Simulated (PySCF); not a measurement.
Vibration and rotation of LiP

UHF-CCSD(T) constants of LiP, ³Σ⁻ (triplet), unpaired electrons π ↑↑ (PySCF, no relativity, basis sets Li def2-TZVP, P def2-TZVP; masses 7.0160 and 30.9738 u):

| Item | Value |
| --- | --- |
| ωe | 488.2 cm⁻¹ |
| ωexe | 3.66 cm⁻¹ |
| Be | 0.54007 cm⁻¹ |
| αe | 0.00612 cm⁻¹ |
| D (centrifugal) | 2.64e-06 cm⁻¹ |
| De to Li + P | 1.51 eV |

Question: Give the vibrational terms G(v) and spacings up to v = 6.

Answer: G(v) = ωe(v+½) − ωexe(v+½)².

```json
{"v": "0", "G(v) (cm⁻¹)": "243.2", "G(v) − G(v−1)": "", "Bv (cm⁻¹)": "0.5370"}
{"v": "1", "G(v) (cm⁻¹)": "724.1", "G(v) − G(v−1)": "480.9", "Bv (cm⁻¹)": "0.5309"}
{"v": "2", "G(v) (cm⁻¹)": "1197.6", "G(v) − G(v−1)": "473.6", "Bv (cm⁻¹)": "0.5248"}
{"v": "3", "G(v) (cm⁻¹)": "1663.9", "G(v) − G(v−1)": "466.2", "Bv (cm⁻¹)": "0.5187"}
{"v": "4", "G(v) (cm⁻¹)": "2122.8", "G(v) − G(v−1)": "458.9", "Bv (cm⁻¹)": "0.5125"}
{"v": "5", "G(v) (cm⁻¹)": "2574.4", "G(v) − G(v−1)": "451.6", "Bv (cm⁻¹)": "0.5064"}
{"v": "6", "G(v) (cm⁻¹)": "3018.7", "G(v) − G(v−1)": "444.3", "Bv (cm⁻¹)": "0.5003"}
```

Question: How well does the Morse estimate ωe²/(4ωexe) reproduce De, and what is D0?

Answer: It gives 2.02 eV, 134 % of the computed De. D0 = De − G(0) = 1.51 − 0.03 = 1.48 eV.

Correlated steps freeze 5 core orbitals. The state was picked by a PBE0 search and need not be the measured ground state.
